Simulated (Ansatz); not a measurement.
Zinc-blende AlP: LDA at its full settings (plane-wave cutoff 520 eV, 10×10×10 k mesh, Fermi–Dirac smearing 0.01 eV, scalar-relativistic PAW data made under PBE) and at cheaper ones, in a cell of 2 atoms with Γ-centred meshes.

```
level and setting            equilibrium lattice constant a (Å)  bulk modulus B0 (GPa)
---------------------------  ----------------------------------  ---------------------
LDA (Ansatz)                                              5.434                   90.0
LDA (2×2×2 k mesh) (Ansatz)                          (withheld)             (withheld)
LDA (4×4×4 k mesh) (Ansatz)                               5.442                   90.1
```

Q: Some entries are withheld; supply them.

A: 
- LDA (2×2×2 k mesh) (Ansatz, a first-principles code), equilibrium lattice constant a (Å): 5.553
- LDA (2×2×2 k mesh) (Ansatz), bulk modulus B0 (GPa): 82.4

Largest shifts from the full settings: lattice constant a +2.19 % (LDA (2×2×2 k mesh)), against a difference of -0.31 % of the full result from the reference 5.451 Å (measured, static lattice: zero-point anharmonic expansion removed; as tabulated in Mejia-Rodriguez and Trickey (2018), arXiv:1807.09216); bulk modulus -8.4 % (LDA (2×2×2 k mesh)).

Ansatz's density-functional and Hartree–Fock values are scalar-relativistic unless marked +SOC, with PAW data made under PBE.

Run with cheap settings on purpose, which may leave them unconverged: LDA (2×2×2 k mesh), LDA (4×4×4 k mesh).
